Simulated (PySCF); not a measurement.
Structure elucidation problem

An unknown has the formula C3H4O. Its calculated NMR data are:

1H NMR (300 MHz, computed): δ 1.41 (s, 4H).

13C{1H} NMR (computed): δ 213.4 (C), 3.8 (CH2).

How the numbers were obtained: GIAO PBE0/pcSseg-1 shieldings, B3LYP/pcJ-1 coupling constants, geometry: PBE0-D3(BJ)/def2-SVP, in PySCF (non-relativistic Hamiltonian, single conformer, one averaged value for each set of equivalent atoms, in vacuum).

Scale: 1H and 13C against TMS (reference shieldings calculated alike).

Problem. What is the structure?

Solution. 
The formula gives 2 degrees of unsaturation (1 ring in the answer). 2 carbon signals for 3 carbons: some carbons are equivalent by symmetry or fast rotation. Carbon types of the structure: 1 × C, 2 × CH2, which accounts for all hydrogens. δC 213.4: ketone carbonyl carbon; low-lying n→π* states of the double bond to the heteroatom give a large paramagnetic term (-279 ppm). δC 3.8: three-membered-ring carbon; carbons of three-membered rings are unusually shielded. δH 1.41: hydrogen on a three-membered-ring carbon; cyclopropane-type protons are shielded by the ring.

Structure: Cyclopropanone (C1(=O)CC1).

Shifts are as computed. Against solution values, carbons near 30 ppm lie about +2 ppm off and those near 130 ppm about +5 ppm. Of 1211 compounds with measured shifts, 218 miss one by over three times the rms of a fit or turn the order of signals round; such compounds aren't used in these exercises.
